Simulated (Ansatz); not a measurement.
A nudged elastic band was laid between two geometries of BH₄OSi (7 atoms, charge 0, multiplicity 2).

All numbers below come from UKS PBE0/def2-SVP (Ansatz 0.2.0).

```yaml
movable_images: 7
climbing_image: yes
spring: 5.0 eV/Å²
optimiser: quadratic models (default)
start_path: IDPP
force_threshold: 0.05 eV/Å
iteration_limit: 42
end_points: relaxed
```

Initial state:

```xyz
7
Properties=species:S:1:pos:R:3
B -1.541 -0.433 -0.641
Si 0.188 0.213 0.063
O 1.120 -1.069 0.591
H -2.562 -0.022 -1.127
H 0.893 0.975 -1.024
H -0.080 1.176 1.187
H 1.982 -0.839 0.952
```

Final state:

```xyz
7
Properties=species:S:1:pos:R:3
B -1.432 -0.454 -0.355
Si 0.326 0.392 -0.037
O 1.520 -0.701 0.378
H -2.544 -0.319 -0.790
H 0.881 1.145 -1.199
H 0.021 1.367 1.069
H 1.227 -1.429 0.935
```

(1) What changes between the two ends?

(2) What energy profile does the band end with?

(3) What is the geometry of the highest image?

(4) What are the harmonic wavenumbers there?

Answers

(1) No bond is made or broken. The dihedral B1–Si2–O3–H7 goes from -180 to -37°.

(2) The run converged. The highest image is number 3 of 0 to 8, 0.032 eV above the first end and 0.069 eV above the last; the last end lies 0.036 eV below the first. A vibrational analysis at the climbing image gives one clearly imaginary mode, 248i cm⁻¹: a first-order saddle point.

```tsv
image	path coordinate (Å)	energy (eV)	dihedral B1–Si2–O3–H7 (°)
0	0.00	0.000	-180
1	0.25	0.004	-164
2	0.49	0.019	-142
3	0.74	0.032	-117
4	0.93	0.024	-98
5	1.13	0.004	-79
6	1.32	-0.017	-64
7	1.52	-0.031	-49
8	1.72	-0.036	-37
```

(3) 
```xyz
7
Properties=species:S:1:pos:R:3:forces:R:3
B -1.522 -0.464 -0.574 0.00 0.00 0.00
Si 0.244 0.245 -0.034 -0.02 0.02 0.00
O 1.384 -0.926 0.311 0.00 -0.01 -0.01
H -2.635 -0.114 -0.868 0.00 0.00 0.00
H 0.715 1.052 -1.206 0.01 -0.01 0.00
H 0.101 1.152 1.157 0.01 0.00 0.00
H 1.714 -0.946 1.213 0.01 0.00 0.01
```

(4) 248i, 241, 272, 376, 399, 661, 687, 842, 856, 889, 944, 2177, 2198, 2697, 3954 cm⁻¹.

The run took 2.7 min on 1 CPU thread of a shared host.
